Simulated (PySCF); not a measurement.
# Löwdin shares of the frontier orbitals

Species: C3H5N3.
Geometry (PBE0-D3(BJ)/def2-SVP, Å), atoms numbered from 1 in this order:
```
atom  x, y, z in Å
C1    -1.7464   -0.0600   -0.0320
N2    -0.3065   -0.0374   -0.0368
N3     0.4101   -1.1211    0.1667
C4     1.6659   -0.6860    0.1267
C5     1.6395    0.6985   -0.1038
N6     0.3687    1.0781   -0.1995
H7    -2.1361    0.3833    0.8962
H8    -2.0633   -1.1059   -0.1032
H9    -2.1234    0.5114   -0.8897
H10    2.5049   -1.3660    0.2571
H11    2.4529    1.4137   -0.2059
```

Computed, not measured: TDDFT CAM-B3LYP/def2-SVPD, vertical, gas phase, core orbitals frozen in the response (PySCF).

Frontier orbitals with the atoms that hold most of them (Löwdin shares over 4%, at most four atoms; ? is withheld):

```
orbital  ε (eV)                             atoms
 HOMO-3  -10.85    N3 27%, N6 27%, C4 14%, C5 14%
 HOMO-2  -10.04      N6 41%, N3 40%, C5 5%, C4 5%
 HOMO-1   -9.79    N6 33%, N3 32%, C5 12%, C4 11%
   HOMO   -8.94                                 ?
   LUMO       ?                                 ?
 LUMO+1    1.47    C1 38%, H9 11%, H7 10%, C5 10%
 LUMO+2    1.98  C4 22%, C5 20%, H10 15%, H11 14%
```

(1) Which atoms hold the LUMO, and with what shares?

(2) Give the leading atoms of the HOMO.

(3) What is the LUMO energy, and the HOMO–LUMO gap?

Results:

(1) N6 (bonded to C and N) 24%; N3 (bonded to C and N) 24%; N2 (bonded to C and 2 N) 20%; C5 (bonded to C, N and H) 11%. By element: nitrogen 68%, carbon 11% or more.

(2) N2 (bonded to C and 2 N) 26%; C4 (bonded to C, N and H) 25%; C5 (bonded to C, N and H) 24%; N3 (bonded to C and N) 6%. By element: carbon 49% or more, nitrogen 32% or more.

(3) ε(LUMO) = 0.95 eV; the gap is 9.90 eV (0.3637 hartree).

Question: The HOMO–LUMO gap is 9.90 eV. Where does the response calculation put the lowest singlet, and from which orbitals?

Answer: S1 is at 6.53 eV (f = 0.0000), 3.37 eV below the gap, made of HOMO-2→LUMO (97%). Its leading pair isn't HOMO and LUMO; the energies of that pair differ by 10.99 eV. 

Question: Give energy, strength and leading configuration of S1, S2, S4 and S5, and follow the Löwdin shares of the leading atoms from the occupied to the empty orbital.

Answer: 
- S1 (6.53 eV, f 0.0000), HOMO-2→LUMO (97%): N6 41% → 24%, N3 40% → 24%
- S2 (6.58 eV, f 0.185), HOMO→LUMO (92%): N2 26% → 20%, C4 25% → at most 11%, N6 at most 6% → 24%, N3 6% → 24%
- S4 (7.49 eV, f 0.021), HOMO-1→LUMO (73%): N6 33% → 24%, N3 32% → 24%
- S5 (7.56 eV, f 0.054), HOMO→LUMO+1 (82%): N2 26% → at most 10%, C4 25% → at most 10%, C1 at most 6% → 38%, H9 at most 6% → 11%
